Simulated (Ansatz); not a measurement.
Born–Oppenheimer molecular dynamics of BH$_{5}$OS (8 atoms, charge 0, multiplicity 1). It starts at the highest image of a converged band, a first-order saddle point between two minima.

Method: RKS PBE-D4/def2-mTZVP (Ansatz).

```json
{
  "ensemble": "NVE (velocity Verlet)",
  "time step": "0.5 fs",
  "steps asked": "200",
  "starting velocities drawn for": "300 K",
  "seed": "5645"
}
```

First frame:

```xyz
8
Properties=species:S:1:pos:R:3
B 0.128 0.224 0.275
O -0.267 -0.280 1.677
H -1.160 -0.674 1.651
H 1.292 0.047 0.038
H -0.692 -0.008 -0.575
S -0.122 2.223 0.813
H 1.138 2.413 1.297
H -0.423 1.083 1.844
```

(1) How far do the bonds stretch over the last three quarters of this one trajectory? (Pairs bonded in most of those frames.)

Results:

(1) 
```csv
bond,mean (Å),spread (Å),shortest,longest
B1–H4,1.197,0.029,1.14,1.25
B1–H5,1.210,0.057,1.13,1.30
B1–S6,1.843,0.091,1.69,1.99
O2–H3,0.985,0.039,0.92,1.04
O2–H8,0.994,0.056,0.90,1.08
S6–H7,1.367,0.005,1.36,1.38
```

Mean temperature of the second half: 418 K. The conserved energy stayed within 0.46 meV per atom of its start (net change -0.14 meV per atom), so the integration is sound. The kinetic energy rose, since the run started high on the potential surface and went downhill. It ends in pieces (BH3S + H2O), so much of that is their flight and rotation, not heat. A run of 0.1 ps of so small a system gives no equilibrium averages. The orbitals stay closed-shell, which can raise the energy where a bond breaks towards radicals; this wasn't checked here.

The run took 6.8 min on 1 thread of Arm Neoverse V1 (shared host), peak memory 0.13 GiB.
